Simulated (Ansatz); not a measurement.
System: carbon monosulfide, CS, net charge 0, singlet state. 
Coordinates optimised at B3LYP-D3(BJ)/def2-TZVP (Ansatz, an electronic-structure program):
```
C
S 1 1.5320
```
Charge 0, spin multiplicity 1.

Property: vertical ionisation energy (to the doublet state of charge +1; each state is the SCF solution reached for its spin; the UHF <S^2> is 1.60 for the doublet (pure: 0.75); for the doublet T1 is 0.099), in eV. Valence correlation only, unless marked. UHF or UKS for open shells. Spin-orbit coupling is left out. No relativistic terms. Basis-set limits of correlation are two-point, X^-3; Hartree-Fock from the larger set.

```
level               program  vertical ionisation energy (eV)
------------------  -------  -------------------------------
PBE/def2-TZVPD       Ansatz                            11.27
wB97X-V/def2-TZVPD   Ansatz                            11.55
```

**Question.** Predict the CCSD(T)/CBS(aug-cc-pV(T+d)Z,aug-cc-pV(Q+d)Z) result (Ansatz).

**Answer.** 11.48 eV
